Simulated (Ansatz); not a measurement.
# P₂H₄ (triplet): the correlation ladder at a displaced geometry (v1), cc-pVDZ

An exercise on one series of results from a longer session: the logs are not shown, and one member is left open.

The runs use Ansatz 0.2.0, Gaussian basis; cc-pVDZ, core rule «outside noble gas», up to 10 orbitals frozen.

The runs, in order: UHF; CCSD(T) on ROHF; CCSD(T) on UHF; BCCD(T) on ROHF; CISD; CCSDT(Q) on ROHF; CCSDT(Q) on UHF; CASSCF and MRCISD+Q, 10 electrons in 10 orbitals; CASSCF and NEVPT2, 10 electrons in 10 orbitals.

27 further runs of the same task are left out: 4 for a known fault of the program, 6 that didn't finish, 17 set aside as unsound or not needed.

### What is computed

The geometry is a PBE0/def2-TZVP stationary point (not a proven minimum) with its atoms shifted at random (size 0.040 Å).

6 atoms, charge 0, spin multiplicity 3.

Atoms are counted from 1 here; the program's logs count them from 0.

Bond lengths: P1–H3 1.389 Å, P1–H4 1.437 Å, P2–H5 1.364 Å, P2–H6 1.447 Å. Angles: H3–P1–H4 96.0°, H5–P2–H6 89.5°.

As a file:

```xyz
6
charge 0, multiplicity 3
P     0.0030    0.0830    1.4904
P     0.0006   -0.1096   -1.5337
H     0.0511    0.3869    2.8452
H    -0.0558   -1.3430    1.6581
H     0.9377    0.8798   -1.6041
H    -1.0425    0.8922   -1.5678
```

Set-up of the first run:

in.yaml

```yaml
crystal:
  periodic: [false, false, false]
  atoms:
    - {symbol: P, position_ang: [0.002953, 0.083015, 1.490418]}
    - {symbol: P, position_ang: [0.000613, -0.109565, -1.533744]}
    - {symbol: H, position_ang: [0.051087, 0.386911, 2.845151]}
    - {symbol: H, position_ang: [-0.055805, -1.342990, 1.658129]}
    - {symbol: H, position_ang: [0.937658, 0.879768, -1.604122]}
    - {symbol: H, position_ang: [-1.042500, 0.892183, -1.567767]}
basis:
  gaussian: {orbitals: cc-pVDZ}
magnetization: {spin_polarized: true, initial_magnetization: 2}
hamiltonian: {xc: hf}
output: {orbitals: {seedname: orbitals}}
```

The run is started by

```
$ ansatz run in.yaml --threads 1 --pin off --events-out ev --progress --plain --max-ram 2393MiB
```

Among the steps run: UHF; CCSD(T) on ROHF; CCSD(T) on UHF; BCCD(T) on ROHF; CISD; CCSDT(Q) on ROHF; CCSDT(Q) on UHF; CASSCF and MRCISD+Q, 10 electrons in 10 orbitals; CASSCF and NEVPT2, 10 electrons in 10 orbitals.

One table of the session follows, with a row left open; its other results are not shown here.

```
          method  from UCCSDT(Q) (kcal/mol)
            ROHF                    +180.89
             UHF                    +174.91
            RMP2                     +35.98
            UMP2                     +36.72
            CISD                     +22.47
           RCCSD                      +5.04
           UCCSD                      +4.90
        RCCSD(T)                      +0.96
        UCCSD(T)                      +0.96
         BCCD(T)                      +0.95
          RCCSDT                      +0.20
          UCCSDT                      +0.18
       RCCSDT(Q)                          ?
       UCCSDT(Q)                          0
  CASSCF valence                    +142.15
  NEVPT2 valence                     +36.94
  MRCISD valence                     +14.47
MRCISD+Q valence                      +0.80
```

**Question.** Estimate the row for RCCSDT(Q).

**Answer.** from UCCSDT(Q) (kcal/mol): +0.01. In the column «from UCCSDT(Q) (kcal/mol)» it lies between UCCSDT(Q) (0) and UCCSDT (+0.18).

Caveats from the session: Restricted and unrestricted rows rest on different reference determinants; where their highest levels disagree by more than a few hundredths of an eV, they describe different states and don't form one ladder.
